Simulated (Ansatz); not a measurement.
Body-centred tetragonal In was calculated with LDA (Ansatz, a quantum-chemistry and plane-wave program, PAW).

Run with plane-wave cutoff 500 eV, 32×32×32 k mesh, Fermi–Dirac smearing 0.1 eV, scalar-relativistic PAW data made under PBE.

Computed at the level's own relaxed cell.

### Question
Predict the equilibrium volume per atom, lattice parameter a and c axis length.

### Answer

- equilibrium volume per atom: 24.61 Å³/atom
- lattice parameter a: 3.167 Å
- c axis length: 4.907 Å

Measured, for comparison: lattice constant a 3.252 Å, lattice parameter c 4.947 Å (293 K, not corrected to a static lattice; as tabulated in Wikipedia's data pages). Computed (rounded) less measured: lattice constant a -2.6 %, lattice parameter c -0.8 %. A static lattice is as a rule a little smaller and stiffer than an uncorrected measurement, which narrows the difference in the lattice parameter c and would widen misses of the other sign.

Spin–orbit coupling is not included.

The computed numbers hold no vibrational or temperature effects.

Computing time: very roughly 8 core-minutes.
